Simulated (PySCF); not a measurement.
Molecule: 3-methyl-1-butene (C=CC(C)C, C₅H₁₀).

Atoms are numbered as in `[CH2:1]=[CH:2][CH:3]([CH3:4])[CH3:5]`. Each H is labelled by its parent atom. Ha(C1) is cis to C3; Hb(C1) is trans to C3.

Geometry PBE0-D3(BJ)/def2-SVP throughout; GIAO in PySCF 2.14.0 with density-fitted response routines, gas phase, one conformer, non-relativistic; equivalent atoms averaged; basis pcSseg-1.

For orientation, B97-D gives these shifts δ (against TMS at the same level): C2 149.6, C1 113.0, C3 40.6, C4/C5 25.5, H(C2) 5.71, Ha(C1) 5.16, Hb(C1) 4.96, H(C3) 2.04, H(C4)/H(C5) 1.04 ppm.

A run gave: C2 156.0, C1 116.5, C3 42.7, C4/C5 26.1, H(C2) 5.72, Ha(C1) 5.15, Hb(C1) 4.93, H(C3) 2.03, H(C4)/H(C5) 1.02 ppm (shifts δ (against TMS at the same level)).

Which functional was used in that run?
A. CAM-B3LYP
B. BLYP
C. B3LYP
D. LC-wPBE

Results:

B. C3 tells them apart best: BLYP gives 42.7, B3LYP gives 40.1, CAM-B3LYP gives 38.2, LC-wPBE gives 34.6 ppm.
